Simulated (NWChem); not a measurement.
# allene (C3H4); SMILES C=C=C

```xyz
7

C      0.0000     0.0000     1.3078
C      0.0000     0.0000     0.0000
C      0.0000     0.0000    -1.3078
H     -0.6624     0.6624     1.8749
H      0.6624    -0.6624     1.8749
H     -0.6624    -0.6624    -1.8749
H      0.6624     0.6624    -1.8749
```
Atoms are numbered in this order, from 1.

Results from NWChem. All runs use the structure optimised with PBE0/def2-SVP. GIAO values for the isolated, static molecule; σ is the absolute isotropic shielding, δ = σ(reference) − σ with the isolated reference molecule computed at the same levels (13C: tetramethylsilane, 1H: tetramethylsilane).

For level KT2/pcSseg-1:

```yaml
"δ C1 (ppm)": 71.7
"δ C2 (ppm)": 211.8
"δ H4 (ppm)": 4.77
```

Task: How do the values read with level PBE0/pcSseg-1 instead?

Result: δ C1 (ppm): 78.6
δ C2 (ppm): 227.4
δ H4 (ppm): 4.93
